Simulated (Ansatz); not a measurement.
singlet MgO: levels of theory in one basis

```yaml
atoms:
  - { symbol: Mg, position_ang: [0.0000, 0.0000, 0.0000] }
  - { symbol: O, position_ang: [0.0000, 0.0000, 2.2600] }
```

Basis set: def2-SVP (spherical functions). Correlated methods keep 2 orbitals frozen. Charge 0, multiplicity 1.

Computed with Ansatz (development build ahead of 0.2.0); each method stands on the lowest determinant of its kind that the runs found.

```csv
method,E − E(RHF) (eV),<S²> of the determinant
RHF,0.00,0.00
UHF,-2.86,1.01
RHF-MP2,-6.08,–
```

(1) What does UHF-MP2 give on the same scale?

(2) Is a single determinant a sound starting point here?

Answers

(1) -7.35 eV.

(2) It is doubtful. Unrestricted orbitals lower Hartree–Fock by 2.86 eV and <S²> is 1.01 where a pure state has 0.00, a sign of strong static correlation.

Caution for RHF, RHF-MP2: an unrestricted determinant lies well below. Caution for UHF, UHF-MP2: the unrestricted determinant is a mixture of spin states. Caution for RHF-MP2, UHF-MP2: bonds are stretched, where a single reference can fail. Caution for RHF-MP2: other determinants can give a lower correlated total.
